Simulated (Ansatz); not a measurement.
**AlFH2N radical (SMILES [NH2][Al][F]): one structure at several levels**

The atoms stand at a structure displaced at random from a GFN2-xTB minimum. How far do the functionals agree with CCSD(T) there?

Method: single points in def2-TZVPP; program: Ansatz 0.2.0, Gaussian basis.

Correlated methods freeze the cores. Orbitals are unrestricted.

## (1) Where the work starts

5 atoms, charge 0, spin multiplicity 2.

Atoms are counted from 1 here; the program's logs count them from 0.

Bond lengths: N1–Al2 1.793 Å, N1–H4 1.003 Å, N1–H5 0.988 Å, Al2–F3 1.664 Å. Angles: Al2–N1–H4 122.6°, Al2–N1–H5 129.2°, H4–N1–H5 108.1°, N1–Al2–F3 135.5°.

Geometry (Å):

```csv
atom,x (Å),y (Å),z (Å)
N1,-0.46050,0.49200,-0.30350
Al2,0.59940,-0.40330,0.83200
F3,1.44960,-1.83240,0.78580
H4,-0.74910,1.43910,-0.14020
H5,-0.79910,0.21710,-1.19020
```

## (2) CCSD(T)/def2-TZVPP

Input file run/in.yaml:

```yaml
crystal:
  periodic: [false, false, false]
  atoms:
    - {symbol: N, position_ang: [-0.460500, 0.492000, -0.303500]}
    - {symbol: Al, position_ang: [0.599400, -0.403300, 0.832000]}
    - {symbol: F, position_ang: [1.449600, -1.832400, 0.785800]}
    - {symbol: H, position_ang: [-0.749100, 1.439100, -0.140200]}
    - {symbol: H, position_ang: [-0.799100, 0.217100, -1.190200]}
basis:
  gaussian: {orbitals: def2-TZVPP}
magnetization: {spin_polarized: true, initial_magnetization: 1}
correlation: {method: ccsd_t}
scf: {omitted_lower_state_checks: [cluster_reference]}
output: {forces: true}
```

The command line of these runs was not kept.

## (3) PBE0-D4/def2-TZVPP

run/in.yaml: that of step 2 with these lines changed.

```diff
@@ -11,4 +11,3 @@
 magnetization: {spin_polarized: true, initial_magnetization: 1}
-correlation: {method: ccsd_t}
-scf: {omitted_lower_state_checks: [cluster_reference]}
-output: {forces: true}
+hamiltonian: {xc: pbe0, dispersion: d4}
+output: {forces: true, orbitals: {seedname: orbitals}}
```

## (4) wB97M-V/def2-TZVPP

run/in.yaml: that of step 3 with these lines changed.

```diff
@@ -11,3 +11,3 @@
 magnetization: {spin_polarized: true, initial_magnetization: 1}
-hamiltonian: {xc: pbe0, dispersion: d4}
-output: {forces: true, orbitals: {seedname: orbitals}}
+hamiltonian: {xc: {name: wB97M-V}}
+output: {forces: true}
```

## (5) r2SCAN-D4/def2-TZVPP

run/in.yaml: that of step 4 with these lines changed.

```diff
@@ -11,3 +11,3 @@
 magnetization: {spin_polarized: true, initial_magnetization: 1}
-hamiltonian: {xc: {name: wB97M-V}}
+hamiltonian: {xc: r2scan, dispersion: d4}
 output: {forces: true}
```

## (6) PBE-D4/def2-TZVPP

run/in.yaml: that of step 5 with these lines changed.

```diff
@@ -11,3 +11,3 @@
 magnetization: {spin_polarized: true, initial_magnetization: 1}
-hamiltonian: {xc: r2scan, dispersion: d4}
+hamiltonian: {xc: pbe, dispersion: d4}
 output: {forces: true}
```

## (7) B97M-V/def2-TZVPP

run/in.yaml: that of step 6 with these lines changed.

```diff
@@ -11,3 +11,3 @@
 magnetization: {spin_polarized: true, initial_magnetization: 1}
-hamiltonian: {xc: pbe, dispersion: d4}
+hamiltonian: {xc: {name: B97M-V}}
 output: {forces: true}
```

## (8) SPW92/def2-TZVPP

run/in.yaml: that of step 7 with these lines changed.

```diff
@@ -11,3 +11,3 @@
 magnetization: {spin_polarized: true, initial_magnetization: 1}
-hamiltonian: {xc: {name: B97M-V}}
+hamiltonian: {xc: lda}
 output: {forces: true}
```

(Steps that only read results are left out.)

**Question.** What will these runs give? Wanted: energy less free atoms, CCSD(T)/def2-TZVPP; RMS force component; RMS force error; HOMO and LUMO, PBE0-D4; T1 diagnostic.

As calculated:

| quantity | value |
| --- | --- |
| energy less free atoms, CCSD(T)/def2-TZVPP | -1616.6 kJ/mol |
| RMS force component | 0.391 to 0.655 eV/Å over the methods |
| RMS force error | PBE0-D4 0.054, wB97M-V 0.064, r2SCAN-D4 0.044, PBE-D4 0.201, B97M-V 0.121, SPW92 0.264 eV/Å |
| HOMO and LUMO, PBE0-D4 | -5.75 and -2.22 eV |
| T1 diagnostic | 0.015 |

In words: Against CCSD(T) the functionals' energies less atoms differ by -302.8 to -37.9 kJ/mol, PBE-D4 by -91.0 kJ/mol. A larger basis would deepen the CCSD(T) value, while the functionals are nearly converged already, so the order here is not reliable. For forces r2SCAN-D4 does best and SPW92 worst. Frozen-core CCSD(T) forces in triple zeta carry basis errors of their own, and this is one geometry, so small gaps rank nothing.
